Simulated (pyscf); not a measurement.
`[CH4]` + `[CH3][Al]([F])[F]` → `[CH3][F]` + `[CH3][AlH][F]`, a four-centre exchange (singlet surface; C–H, Al–F broken, C–F, Al–H formed). PySCF, gas phase, ωB97X-D3(BJ)/def2-SVP geometries. Energies in kcal/mol from the separated reactants.

AM1 to PM7: differences of heats of formation from MOPAC, which are fitted to 298 K values and so differ in kind from electronic energies by zero-point and thermal terms. 

**Question.** Quick PM6 single points give ΔE‡ = 121.7 kcal/mol and ΔE = +87.7 kcal/mol. What does ωB97M-D3(BJ)/def2-TZVP give, and how far is the quick result from it?

**Answer.** ωB97M-D3(BJ)/def2-TZVP gives ΔE‡ = 92.2 kcal/mol and ΔE = +69.0 kcal/mol. PM6 lies 29.5 kcal/mol over it in the barrier and 18.7 kcal/mol over it in the reaction energy, so on this step it does not hold to within 3.0 kcal/mol. ωB97M-D3(BJ)/def2-TZVP has limits of its own. On the reactant side the descent ends in a complex, 4.6 kcal/mol under the separated species and 96.5 kcal/mol under the saddle at ωB97X-D3(BJ)/def2-TZVP. On the product side the descent ends in an adduct with a Al–F contact, 15.5 kcal/mol under the separated species and 39.5 kcal/mol under the saddle at ωB97X-D3(BJ)/def2-TZVP. What is counted as broken (Al–F) persists as a longer contact in the product adduct; parting that adduct is a step of its own. This is the saddle that the search found; another between the same sides may lie lower.
